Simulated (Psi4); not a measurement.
Reaction (SMILES): P (PH3) → [PH2-] + H+
B3LYP-D3(BJ)/def2-TZVP geometries, fixed; electronic energies without zero-point terms.

Basis-set convergence of the deprotonation energy at MP2 with Psi4. Cartesian d functions, on some or all atoms, in 6-31+G*; all else is spherical. Density fitting with the program's default auxiliary sets. Cores are frozen. Psi4's default fitting sets serve the pcseg sets less well. No added dispersion term, no relativity. Functions are those of the species that has most. Reference: Hartree-Fock in aug-cc-pV(Q+d)Z plus the correlation part extrapolated as X^-3 from aug-cc-pV(T+d)Z and aug-cc-pV(Q+d)Z, 370.59 kcal/mol, itself unsure by roughly 0.15 kcal/mol (a third of the extrapolation step and of the last Hartree-Fock step). Deviations are taken from unrounded values.

| basis | functions | deprotonation energy (kcal/mol) | minus reference (kcal/mol) |
|---|---|---|---|
| 6-31+G* | 29 | 371.47 | 0.88 |
| def2-TZVP | 55 | 378.57 | 7.98 |
| def2-TZVPD | 70 | 375.10 | 4.50 |
| jun-cc-pV(T+d)Z | 90 | 371.97 | 1.37 |
| aug-cc-pV(T+d)Z | 124 | 370.80 | 0.21 |
| cc-pV(Q+d)Z | 154 | 375.63 | 5.04 |
| def2-QZVPP | 160 | 374.81 | 4.21 |
| cc-pV(5+d)Z | 265 | 373.98 | 3.39 |
| pcseg-4 | 288 | 372.06 | 1.47 |

The smallest set listed that lies within 0.5 kcal/mol of the reference with all its larger relatives (same family, alike in diffuse functions; a set with none counts only in the reference's own line) is aug-cc-pV(T+d)Z (124 functions, 0.21 kcal/mol off). (Relatives not listed, tested too: aug-cc-pV(Q+d)Z 0.19 kcal/mol.)
